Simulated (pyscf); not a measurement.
Optimised with ωB97X-D3(BJ)/def2-SVP in PySCF.

Q: Estimate the classical barrier height and the reaction energy of `[CH3][CH2][GaH][NH2]` → `[NH2][GaH2]` + `[CH2]=[CH2]` at ωB97M-D3(BJ)/def2-TZVP. The step runs on the singlet surface, breaks C–Ga, C–H and forms Ga–H; take the reactant's lowest minimum found as zero.

A: ΔE‡ = 47.5 kcal/mol, ΔE = +29.8 kcal/mol. Zero-point energy shifts the barrier by -2.8 kcal/mol. It is an elimination, with an imaginary mode of 861i cm⁻¹. On the product side the descent ends in a complex, 6.9 kcal/mol under the separated species and 21.6 kcal/mol under the saddle at ωB97X-D3(BJ)/def2-TZVP. At the saddle there is also a short C–Ga contact that neither side keeps. H₃C–CH₂–GaH–NH₂ lies 10.4 kcal/mol over its isomer H₃C–Ga(CH₃)–NH₂ (electronic energy, ωB97M-D3(BJ)). This is the saddle that the search found; another between the same sides may lie lower. Elements up to Kr have no core potential and no relativistic terms here.
